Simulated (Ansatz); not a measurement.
**SiNH₂ (doublet): from Hartree-Fock to the top rungs, def2-TZVPP**

One table from this session's results is given with a row withheld; the runs are named, their logs left out.

Computed with Ansatz 0.2.0, Gaussian basis. Level: def2-TZVPP, core rule «outside noble gas», up to 6 orbitals frozen.

To be run: UHF; ROHF; CCSD(T) on UHF.

## What is computed

The geometry is a PBE0/def2-TZVP stationary point (not a proven minimum) of the parent state, kept for this charge and spin.

4 atoms, charge 0, spin multiplicity 2.

Atoms are counted from 1 here; the program's logs count them from 0.

Bond lengths: Si1–N2 1.803 Å, Si1–H3 1.495 Å, N2–H4 1.024 Å. Angles: N2–Si1–H3 111.4°, Si1–N2–H4 113.2°.

The first run:

The input, in.yaml:

```yaml
crystal:
  periodic: [false, false, false]
  atoms:
    - {symbol: Si, position_ang: [0.009460, -0.103752, 0.602203]}
    - {symbol: N, position_ang: [-0.087242, 0.144329, -1.180713]}
    - {symbol: H, position_ang: [0.265634, 1.182906, 1.319057]}
    - {symbol: H, position_ang: [0.683123, -0.297565, -1.691380]}
basis:
  gaussian: {orbitals: def2-TZVPP}
magnetization: {spin_polarized: true, initial_magnetization: 1}
hamiltonian: {xc: hf}
output: {orbitals: {seedname: orbitals}}
```

The run is started by

```bash
> ansatz run in.yaml --threads 1 --pin off --events-out ev --progress --plain --max-ram 2816MiB --backend cpu
```

Among the steps run: UHF; ROHF; CCSD(T) on UHF.

One table of the session follows, with a row left open; its other results are not shown here.

It belongs to the step «Misses and costs». 

| method | from UCCSD(T) (kJ/mol) |
| --- | --- |
| ROHF | +881.4 |
| UHF | +848.9 |
| UMP2 | ? |
| UCCSD | +38.8 |
| UCCSD(T) | 0 |

Q: Estimate the row for UMP2 from the others.

**Answer.** from UCCSD(T) (kJ/mol): +153.4. In the column «from UCCSD(T) (kJ/mol)» it lies between UCCSD (+38.8) and UHF (+848.9).
